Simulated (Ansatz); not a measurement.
Reaction: H3BO (borinic acid, SMILES BO) → BH2 (SMILES [BH2], doublet) + HO (SMILES [OH], doublet) (the B-O bond breaks)
Each species at its own B3LYP-D3(BJ)/def2-TZVP minimum (Ansatz, a quantum-chemistry and plane-wave program).

Quantity: bond dissociation energy (electronic), in kJ/mol. Radicals and triplets start from unrestricted determinants; spin-orbit coupling is neglected. CBS(X,Y): correlation extrapolated as X^-3, Hartree-Fock from the larger set (Q,5: extrapolated as (X+1)exp(-9√X)). A bracket is a step between two methods taken in the basis named. The functionals are non-relativistic, so their misses hold any scalar relativity. Double hybrids freeze cores in their MP2 part. '+ core + X2C': CCSD(T) terms for core correlation (cc-pwCVTZ) and scalar relativity (cc-pVTZ-DK).

CCSD(T)/CBS(cc-pVQZ,cc-pV5Z) + [CCSDT(Q) - CCSD(T)]/cc-pVTZ + [CCSDTQ - CCSDT(Q)]/cc-pVDZ + core + X2C (Ansatz) gives 661.5 kJ/mol.

**Question.** What does PBE/def2-TZVPD (Ansatz) give here, and how do the other levels compare?

**Answer.** PBE gives 659.7 kJ/mol, 1.8 kJ/mol below it. Differences of the others: r2SCAN/def2-TZVPD (Ansatz) -25.1; B3LYP/def2-TZVPD (Ansatz) -21.2; PBE0/def2-TZVPD (Ansatz) -17.7; B2PLYP/def2-TZVPD (Ansatz) -12.2; CCSD(T)/CBS(cc-pVQZ,cc-pV5Z) + core + X2C (Ansatz) 0.5 kJ/mol. Nearer than PBE: CCSD(T)/CBS(cc-pVQZ,cc-pV5Z) + core + X2C.
